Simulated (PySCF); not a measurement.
# Energy of Al⁻ (aluminium, charge -1) between two integer charges

The 3p alpha orbital of [Ne] 3s2 3p2 is emptied in steps (occupation f), with all orbitals relaxed, ending at [Ne] 3s2 3p1. Calculation: PySCF 2.14, in aug-cc-pVTZ-DK (6s5p3d2f, 50 functions); scalar relativity by spin-free X2C-1e. The exact energy is a straight line in f; departures are measured from the line between the end points of the same method.

```tsv
f	LDA (eV)	PBE (eV)	PBE0 (eV)	r2SCAN (eV)	LC-wPBE (eV)	BHandHLYP (eV)	wB97X (eV)	BLYP (eV)	M06-2X (eV)
1	0.000	0.000	0.000	0.000	0.000	0.000	0.000	0.000	0.000
0.75	-0.375	-0.374	-0.261	-0.356	0.066	-0.147	0.044	-0.363	-0.148
0.5	-0.528	-0.519	-0.360	-0.488	0.083	-0.206	0.051	-0.509	-0.210
0.25	-0.414	-0.402	-0.275	-0.369	0.061	-0.160	0.033	-0.398	-0.159
0	0.000	0.000	0.000	0.000	0.000	0.000	0.000	0.000	0.000
```

| method | E(f=0) − E(f=1) (eV) | −ε at f=1 (eV) | −ε at f=0.5 (eV) |
| --- | --- | --- | --- |
| LDA | 0.635 | -1.255 | 0.530 |
| PBE | 0.579 | -1.318 | 0.502 |
| PBE0 | 0.531 | -0.810 | 0.493 |
| r2SCAN | 0.609 | -1.217 | 0.573 |
| LC-wPBE | 0.468 | 0.861 | 0.456 |
| BHandHLYP | 0.267 | -0.467 | 0.234 |
| wB97X | 0.266 | 0.544 | 0.239 |
| BLYP | 0.370 | -1.466 | 0.274 |
| M06-2X | 0.288 | -0.437 | 0.250 |

Orbital energy along the path (eV):

```csv
f,LDA,PBE,PBE0,r2SCAN,LC-wPBE,BHandHLYP,wB97X,BLYP,M06-2X
1,1.255,1.318,0.810,1.217,-0.861,0.467,-0.544,1.466,0.437
0.75,0.450,0.485,0.203,0.392,-0.624,0.159,-0.358,0.675,0.153
0.5,-0.530,-0.502,-0.493,-0.573,-0.456,-0.234,-0.239,-0.274,-0.250
0.25,-1.676,-1.610,-1.249,-1.598,-0.303,-0.674,-0.155,-1.376,-0.730
0,-2.910,-2.761,-2.010,-2.546,-0.143,-1.139,-0.115,-2.556,-1.157
```

At f = 1 the orbital energy is positive for LDA, PBE, PBE0, r2SCAN, BHandHLYP, BLYP, M06-2X: only the finite basis holds the electron.

Reference removal energy between the ground levels: 0.433 eV (measured; photodetachment measurements, as compiled on the Wikipedia data page of electron affinities). The calculation has no spin-orbit coupling.
